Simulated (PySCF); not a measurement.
Gas-phase reaction: 6 CH₃ ⇌ C₄H₁₀ (isobutane) + 2 CH₄

Energies from PySCF, thermal terms from the rigid-rotor harmonic-oscillator model, ideal gas at 1 bar. 'Table' is the NASA 1993 thermochemical table (part measured, part estimated). † marks an energy on the PBE0/def2-TZVP geometry and frequencies; other levels use their own. 6-31G* has spherical d functions here. Open shells (unrestricted): CH₃ (multiplicity 2); the rest are closed-shell singlets. B3LYP is the form with VWN-RPA correlation.

Levels: a) PBE/def2-TZVP†; b) B3LYP/def2-TZVP†; c) HF/6-31G*; d) PBE0/def2-TZVP; e) r2SCAN/def2-TZVP†.

**Question.** Order the levels by the distance of their ΔH°(298 K) from the table for this reaction, closest first.

**Answer.** a (+18 kJ), d (+38 kJ), b (+86 kJ), e (+110 kJ), c (+388 kJ)

The table gives -1166 kJ. The order holds for this reaction alone, and for the 1993 entries, some of which have been revised since.
